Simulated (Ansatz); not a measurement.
**One shape, several levels: singlet [AlNH3]+**

Aim: a comparison of 4 runs (B2PLYP/STO-3G, SVWN5/STO-3G, CCSD(T)/STO-3G, FCI/STO-3G) of singlet [AlNH3]+. 

The calculation is run with Ansatz 0.2.0.

52 further runs of the same task are left out: 52 set aside as unsound or not needed.

## (1) The system as given

[AlNH3]+: 5 atoms, total charge +1, spin state singlet. SMILES of the parent species: `[NH2][AlH]`. The coordinates come from a PBE0-D4/def2-TZVP relaxation. This is one conformer, not always the lowest. That shape belongs to the parent species and isn't relaxed for this state.

Bond lengths: N1–Al2 1.774 Å, N1–H3 1.007 Å, N1–H4 1.009 Å, Al2–H5 1.604 Å. Angles: N1–Al2–H5 115.7°, Al2–N1–H3 125.4°, Al2–N1–H4 124.3°, H3–N1–H4 110.2°.

## (2) The energy at B2PLYP/STO-3G (run 1)

molecule.yaml reads:

```yaml
crystal:
  periodic: [false, false, false]
  atoms:
    - {symbol: "N", position_ang: [-0.116600, -0.660800, 0.175100]}
    - {symbol: Al, position_ang: [0.836600, 0.833900, 0.120800]}
    - {symbol: H, position_ang: [0.148500, -1.505300, 0.655500]}
    - {symbol: H, position_ang: [-1.010300, -0.782800, -0.277400]}
    - {symbol: H, position_ang: [0.191800, 2.041400, -0.715400]}
basis:
  gaussian: {orbitals: STO-3G}
total_charge: 1
hamiltonian: {xc: {name: B2PLYP}}
correlation: {frozen_orbitals: {Al: 5, H: 0, "N": 1}}
accuracy: high
```

Launch:

```console
ansatz run molecule.yaml --threads 1 --pin off --max-ram 2610MiB --events-out events.jsonl --progress --plain --runs-dir runs
```

Log:

```text
Warning: RAYON_NUM_THREADS=1 ignored (pool sized by the plan → 1); use --threads N
Functional definition: B2PLYP
  name "B2PLYP"
  parameter a = 0.53
  parameter c = 0.27
  exchange = (1 - a)*b88_x + a*exact_x
  correlation = (1 - c)*lyp_c + c*(mp2_os + mp2_ss)
287 factors; integrals over basis functions are off by at most 1.1e-8 eV
mean field evaluation 1: about -8017.5485 eV, gradient 4.0e1 eV
mean field evaluation 2: about -8017.5404 eV, gradient 4.0e1 eV
mean field evaluation 4: about -8022.0516 eV, gradient 1.7e1 eV
mean field evaluation 8: about -8023.3043 eV, gradient 1.9e-1 eV
mean field evaluation 16: about -8023.2985 eV, gradient 1.8e-5 eV
mean field -8023.29854977 eV, -294.8507833170 hartree, gradient 6.1e-8 eV, S^2 0.000000; 0 other end points of the search recorded, 0 dependent functions left out
6 core orbitals not correlated: weight in the atoms' cores, before any rotation towards them, 1.000 or more for the frozen orbitals, at most 0.000 for the correlated occupied ones
reference -8023.29856762 eV, -294.8507839729 hartree; 5, 5 occupied and 6, 6 virtual orbitals, 287 factors
second order -3.09088934 eV of doubles, -0.00000000 eV of singles
Total energy: -8024.13310774 eV, -294.8814527567 hartree
```

Wall time 1.3 s (1 thread of Intel Xeon Platinum 8259CL at 2.50GHz (Skylake/Cascade Lake), shared host); peak memory 0.11 GiB.

## (3) A single-point energy at SVWN5/STO-3G (run 2)

molecule.yaml reads:

```yaml
crystal:
  periodic: [false, false, false]
  atoms:
    - symbol: N
      position_ang: [-0.116600, -0.660800, 0.175100]
    - symbol: Al
      position_ang: [0.836600, 0.833900, 0.120800]
    - symbol: H
      position_ang: [0.148500, -1.505300, 0.655500]
    - symbol: H
      position_ang: [-1.010300, -0.782800, -0.277400]
    - symbol: H
      position_ang: [0.191800, 2.041400, -0.715400]
basis:
  gaussian:
    orbitals: STO-3G
total_charge: 1
magnetization:
  spin_polarized: false
hamiltonian:
  xc: {name: SVWN5}
accuracy: high
```

Launch:

```console
ansatz run molecule.yaml --threads 1 --pin off --max-ram 2610MiB --events-out events.jsonl --progress --plain --runs-dir runs
```

Log:

```text
Warning: RAYON_NUM_THREADS=1 ignored (pool sized by the plan → 1); use --threads N
Functional definition: SVWN5
  name "SVWN5"
  exchange = slater_x
  correlation = vwn5_c
287 factors; integrals over basis functions are off by at most 1.1e-8 eV
mean field evaluation 1: about -7978.2005 eV, gradient 5.0e1 eV
mean field evaluation 2: about -7932.9577 eV, gradient 1.1e2 eV
mean field evaluation 4: about -7987.4620 eV, gradient 6.1e0 eV
mean field evaluation 8: about -7987.6426 eV, gradient 1.6e-1 eV
mean field evaluation 16: about -7987.6427 eV, gradient 1.0e-6 eV
mean field -7987.64271128 eV, -293.5404554210 hartree, gradient 1.9e-8 eV, S^2 0.000000; 1 other end points of the search recorded, 0 dependent functions left out
reference -7987.64271322 eV, -293.5404554922 hartree; 11, 11 occupied and 6, 6 virtual orbitals, 287 factors
Total energy: -7987.64271322 eV, -293.5404554922 hartree
```

Wall time 0.97 s (1 thread of Intel Xeon Platinum 8259CL at 2.50GHz (Skylake/Cascade Lake), shared host); peak memory 0.1 GiB.

Run 3 isn't shown in full; the table further down has it.

## (4) A single-point energy at FCI/STO-3G (run 4)

in.yaml reads:

```yaml
crystal:
  periodic: [false, false, false]
  atoms:
    - {symbol: "N", position_ang: [-0.116600, -0.660800, 0.175100]}
    - {symbol: Al, position_ang: [0.836600, 0.833900, 0.120800]}
    - {symbol: H, position_ang: [0.148500, -1.505300, 0.655500]}
    - {symbol: H, position_ang: [-1.010300, -0.782800, -0.277400]}
    - {symbol: H, position_ang: [0.191800, 2.041400, -0.715400]}
basis:
  gaussian: {orbitals: STO-3G}
accuracy: high
total_charge: 1
correlation: {method: fci, frozen_orbitals: {Al: 5, H: 0, "N": 1}}
```

Launch:

```console
ansatz run in.yaml --threads 1 --pin off --max-ram 2610MiB --events-out events.jsonl --progress --plain --runs-dir runs
```

Log:

```text
Warning: RAYON_NUM_THREADS=1 ignored (pool sized by the plan → 1); use --threads N
Functional definition: HF
  name "HF"
  exchange = exact_x
  correlation = 0
287 factors; integrals over basis functions are off by at most 1.1e-8 eV
mean field evaluation 1: about -8003.8797 eV, gradient 3.4e1 eV
mean field evaluation 2: about -8003.8966 eV, gradient 3.4e1 eV
mean field evaluation 4: about -8008.1113 eV, gradient 1.5e0 eV
mean field evaluation 8: about -8008.1231 eV, gradient 4.1e-2 eV
mean field -8008.12313435 eV, -294.2930970865 hartree, gradient 1.3e-8 eV, S^2 0.000000; 0 other end points of the search recorded, 0 dependent functions left out
6 core orbitals not correlated: weight in the atoms' cores, before any rotation towards them, 0.999 or more for the frozen orbitals, at most 0.000 for the correlated occupied ones
reference -8008.12313435 eV, -294.2930970865 hartree; 5, 5 occupied and 6, 6 virtual orbitals, 287 factors
state -8011.16641736 eV, -294.4049356744 hartree
Total energy: -8011.16641736 eV, -294.4049356744 hartree
```

It took 1.5 s on 1 thread of Intel Xeon Platinum 8259CL at 2.50GHz (Skylake/Cascade Lake), shared host; peak memory 0.1 GiB.

## (5) All runs side by side

```
run           level  frozen core orbitals  energy (Eh)  wall time
  1   B2PLYP/STO-3G                     6  -294.881453      1.3 s
  2    SVWN5/STO-3G                     –  -293.540455     0.97 s
  3  CCSD(T)/STO-3G                     6  -294.404186     0.31 s
  4      FCI/STO-3G                     6  -294.404936      1.5 s
```

## (6) What came out

| quantity | value |
| --- | --- |
| run 4: total energy | -294.40494 Eh |
| run 4: correlation energy (6 core orbitals frozen) | -111.8 mEh |

**Reading.** Against full CI in this basis: CCSD(T) +0.7 mEh. Totals of different functionals can't be ranked against each other. In run 3 the T1 diagnostic is large, so a single reference may not serve. In runs 1, 2, 3, 4 the basis is minimal, so the values are rough. All runs together took 4.1 s, the longest 1.5 s.
